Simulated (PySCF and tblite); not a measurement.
Values are calculated unless marked as measured or tabulated.
C₄H₉F, numbered as in [CH3:1][CH2:2][CH2:3][CH2:4][F:5].

Search: ETKDG and KDG, MMFF94s, GFN2-xTB, 90 starts; geometries at GFN2-xTB. Weights use PBE0-D3(BJ)/pcSseg-1 (IEF-PCM, chloroform) energies plus GFN2-xTB zero-point and thermal terms (modes under about 100 cm⁻¹ blended into free rotors). Symmetry numbers and mirror images are counted. Conformers within 2.5 kcal/mol (GFN2-xTB free energy) were kept, 6 at most. GIAO shieldings: PBE0/pcSseg-1 (IEF-PCM, chloroform). Shifts are against TMS (¹H), TMS (¹³C), CFCl3 (¹⁹F) at the same level. (PySCF 2.14, tblite 0.8.)

Torsions listed: C1–C2–C3–C4, C2–C3–C4–F5. Of a mirror pair one member is shown.

```
conformer        shape   symmetry  E(GFN2) kcal/mol  E(DFT) kcal/mol
        1    180°, 66°  C1 (pair)              0.00             0.00
        2   -73°, -66°  C1 (pair)              0.60             0.47
        3   180°, 180°         Cs              0.03             0.36
        4  -67°, -173°  C1 (pair)              0.37             1.01
        5    67°, -78°  C1 (pair)              0.81             0.98
```

(1) How much do the weights at 298.15 K and the averaged shift of C4 depend on how the conformers are weighted?

Answers

(1) 
```json
{"weighting": "DFT energy with thermal terms, symmetry and mirror images (full scheme)", "1 (%)": "49", "2 (%)": "19", "3 (%)": "16", "4 (%)": "9", "5 (%)": "7", "δ (ppm)": "88.0", "rms dipole (D)": "2.11"}
{"weighting": "DFT energy with symmetry and mirror images", "1 (%)": "48", "2 (%)": "22", "3 (%)": "13", "4 (%)": "9", "5 (%)": "9", "δ (ppm)": "87.9", "rms dipole (D)": "2.11"}
{"weighting": "bare DFT energy", "1 (%)": "42", "2 (%)": "19", "3 (%)": "23", "4 (%)": "8", "5 (%)": "8", "δ (ppm)": "88.0", "rms dipole (D)": "2.12"}
{"weighting": "GFN2-xTB energy with symmetry and mirror images", "1 (%)": "38", "2 (%)": "14", "3 (%)": "18", "4 (%)": "20", "5 (%)": "10", "δ (ppm)": "88.3", "rms dipole (D)": "2.14"}
{"weighting": "GFN2-xTB free energy", "1 (%)": "39", "2 (%)": "12", "3 (%)": "22", "4 (%)": "20", "5 (%)": "7", "δ (ppm)": "88.3", "rms dipole (D)": "2.15"}
{"weighting": "leading conformer alone", "1 (%)": "100", "2 (%)": "0", "3 (%)": "0", "4 (%)": "0", "5 (%)": "0", "δ (ppm)": "88.8", "rms dipole (D)": "2.06"}
{"weighting": "equal weights", "1 (%)": "20", "2 (%)": "20", "3 (%)": "20", "4 (%)": "20", "5 (%)": "20", "δ (ppm)": "88.2", "rms dipole (D)": "2.15"}
{"weighting": "full scheme, search stopped after three starts", "1 (%)": "65", "2 (%)": "25", "3 (%)": "0", "4 (%)": "0", "5 (%)": "9", "δ (ppm)": "87.7", "rms dipole (D)": "2.07"}
```

The largest departure from the full scheme, 0.9 ppm, comes with: leading conformer alone.
